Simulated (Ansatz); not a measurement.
**AlH2O (SMILES [O][AlH2]): the vertical ionisation energy, rung by rung**

AlH2O has 4 atoms, charge 0, and is taken as a doublet. SMILES: `[O][AlH2]`. Geometry: relaxed at PBE0-D4/def2-TZVP.

Each level gives the vertical ionisation energy (to the singlet cation) (eV). The values are calculated.

```csv
level,kind,program,value (eV),CPU time (all runs)
UHF/STO-3G,Hartree–Fock,Ansatz,9.18,0.24 s
U-revPBE/STO-3G,GGA,Ansatz,8.58,2.7 s
U-r2SCAN0/STO-3G,hybrid meta-GGA,Ansatz,9.58,6.6 s
U-wB97X/STO-3G,range-separated hybrid,Ansatz,9.48,13 s
UCAM-B3LYP/STO-3G,range-separated hybrid,Ansatz,?,3.1 s
UHSE06/STO-3G,range-separated hybrid,Ansatz,?,3.1 s
UBCCD(T)/STO-3G,coupled cluster or CI,Ansatz,7.97,0.5 s
FCI/STO-3G,exact in the basis,Ansatz,7.78,1.3 s
```

**Question.** Estimate what the levels marked ? give.

**Answer.** As computed at these levels: UCAM-B3LYP/STO-3G: 9.39 eV; UHSE06/STO-3G: 9.22 eV. The values span 7.78 to 9.58 eV. All rows use very small basis sets, so even the best lies far from the true value. CPU times are rough (shared hosts, several kinds of processor): they show what a rung costs within a factor of a few.
